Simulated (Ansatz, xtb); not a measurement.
# C2H4FO+: where a starting geometry ends

The starting geometry of this gas-phase singlet was built from a drawn formula by distance geometry and a force field; its bonds are those of `[CH2+][C@H](O)F`.

```xyz
8

C     0.7861   -0.4695   -0.9958
C     0.7611   -0.8570    0.4111
F     0.0708    0.1488    1.1768
O     0.0338   -1.9911    0.6135
H     0.9300    0.5971   -1.2828
H     0.8455   -1.2380   -1.7110
H     1.7764   -0.9779    0.8451
H    -0.6946   -1.7110    1.2024
```

Q: Where would you expect an optimisation with r2SCAN-D4/def2-SVP to take it?

A: It rearranges to `C[C+](O)F`. Distances that change by over a tenth: C2–F3 (1.44 → 1.28 Å). Contacts that open: C2–H7 (1.11 → 2.08 Å). Contacts that close: C1–H7 (2.15 → 1.11 Å).

The energy falls by 3.92 eV over 20 steps:

| step | E − E(last) (eV) |
| --- | --- |
| 1 | 3.919 |
| 3 | 3.558 |
| 5 | 2.995 |
| 7 | 1.980 |
| 9 | 0.735 |
| 12 | 0.016 |
| 14 | 0.007 |
| 16 | 0.001 |
| 18 | 0.000 |
| 20 | 0.000 |

Final geometry (Å):

```xyz
8

C     1.1474   -0.5610   -0.6930
C     0.3035   -0.8170    0.4579
F     0.2455    0.0443    1.4025
O    -0.3890   -1.8643    0.5803
H     0.8462    0.4054   -1.1391
H     1.0898   -1.3767   -1.4224
H     2.1841   -0.4105   -0.3366
H    -0.9186   -1.9189    1.4097
```

From the same start GFN2-xTB reaches the same bonding as this run.

No frequencies were run, so the end isn't proven a minimum. Run with Ansatz 0.2.0, 40 s on 1 thread of Arm Neoverse V2 (shared host).
